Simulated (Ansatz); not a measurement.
**KHf3: from a trial structure to a relaxed crystal**

All numbers below come from DFT PBE, scalar-relativistic, plane waves, PAW in Ansatz 0.2.0. Cutoff 420 eV, Γ-centred k mesh, Gaussian smearing, no spin polarisation in the final step.

KHf3 was placed on the Cu3Au (L1_2) structure type (Pm-3m, No. 221), with K in place of Au, Hf in place of Cu, at a guessed volume.

```
K Hf
1.0
     4.53353    0.00000    0.00000
     0.00000    4.53353    0.00000
     0.00000    0.00000    4.53353
K Hf
1 3
Direct
  0.00000 0.00000 0.00000
  0.00000 0.50000 0.50000
  0.50000 0.00000 0.50000
  0.50000 0.50000 0.00000
```

Steps on the 4×4×4 mesh (4 atoms). 4 of 4 steps are shown, and the free energy counts from the last. Trial steps that were taken back and renewals of the plane-wave basis can be among the rows.

```json
{"step": "1", "ΔF (meV/atom)": "28.2", "V (Å³/atom)": "23.29", "P (GPa)": "5.30"}
{"step": "2", "ΔF (meV/atom)": "13.1", "V (Å³/atom)": "26.44", "P (GPa)": "-2.95"}
{"step": "3", "ΔF (meV/atom)": "0.3", "V (Å³/atom)": "25.22", "P (GPa)": "-0.29"}
{"step": "4", "ΔF (meV/atom)": "0.0", "V (Å³/atom)": "25.22", "P (GPa)": "-0.29"}
```

A final relaxation ran on a 10×10×10 mesh. The relaxed crystal, Pm-3m (No. 221):

Space group Pm-3m (No. 221). a = 4.646 Å, b = 4.646 Å, c = 4.646 Å, α = 90.00°, β = 90.00°, γ = 90.00°
```json
{"atom": "K", "site": "1a", "symmetry": "m-3m", "x": "0.0000", "y": "0.0000", "z": "0.0000"}
{"atom": "Hf", "site": "3c", "symmetry": "4/mm.m", "x": "0.0000", "y": "0.5000", "z": "0.5000"}
```

- Volume per atom: 25.08 Å³
- Density: 9.51 g/cm³
- Energy over the elements: 1.04 eV/atom
- Gap on the 10×10×10 mesh: 0 eV (a metal)

Energies over the elements count from the elements' standard structures at the same level, with no empirical corrections.

The final run used a 10×10×10 mesh on its 4-atom cell and 0.10 eV smearing. The k mesh leaves about 4 meV/atom of noise in metals. Spin–orbit coupling is left out.

Symmetry constrained the relaxation, so the result can be a saddle point.

Cost: 3 runs of about 1.4 core-minutes in all, on Arm Neoverse V1 (shared hosts).